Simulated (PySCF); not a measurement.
**Two probes of the same atoms: core binding energy and nuclear shielding**

Compound: 2,3-dichloro-1-propene, C3H4Cl2.
Numbering: `[CH2:1]=[C:2]([Cl:3])[CH2:4][Cl:5]`

Cartesian coordinates in Å at the PBE0-D3(BJ)/def2-SVP level; atoms count from 1:
```
atom  x, y, z in Å
C1     1.3811    0.0687   -0.0571
C2     0.0933    0.3929   -0.1089
Cl3   -0.4280    2.0538   -0.0599
C4    -1.0847   -0.5264   -0.2127
Cl5   -0.6488   -2.2469   -0.2674
H6     2.1541    0.8341    0.0183
H7     1.6661   -0.9840   -0.0911
H8    -1.7513   -0.3740    0.6491
H9    -1.6578   -0.2941   -1.1226
```

Binding energies: PySCF 2.14.0, delta-SCF UKS SCAN, pcX-2 on the ionised atom, pcseg-1 elsewhere, spin-free X2C. Shieldings: GIAO KT2/pcSseg-2, non-relativistic, same geometry.

```json
{"atom": "C1", "C 1s (eV)": "290.67"}
{"atom": "C2", "C 1s (eV)": "292.56"}
{"atom": "C4", "C 1s (eV)": "292.95"}
```

Task: What are the absolute isotropic shieldings of these atoms?

Result: 
| atom | environment | C 1s (eV) | isotropic shielding (ppm) |
| --- | --- | --- | --- |
| C1 | terminal =CH2 carbon | 290.67 | 69.7 |
| C2 | vinylic C–Cl carbon | 292.56 | 35.9 |
| C4 | sp3 C–Cl carbon | 292.95 | 129.4 |

Task: Among the listed atoms, is the one with the highest binding energy also the least shielded?

Result: No. The highest binding energy is at C4 (292.95 eV, shielding 129.4 ppm), the lowest shielding at C2 (35.9 ppm, 292.56 eV).

By binding energy: C1 < C2 < C4. By shielding: C2 < C1 < C4.

Geometry: PBE0-D3(BJ)/def2-SVP, one conformer, isolated molecule.
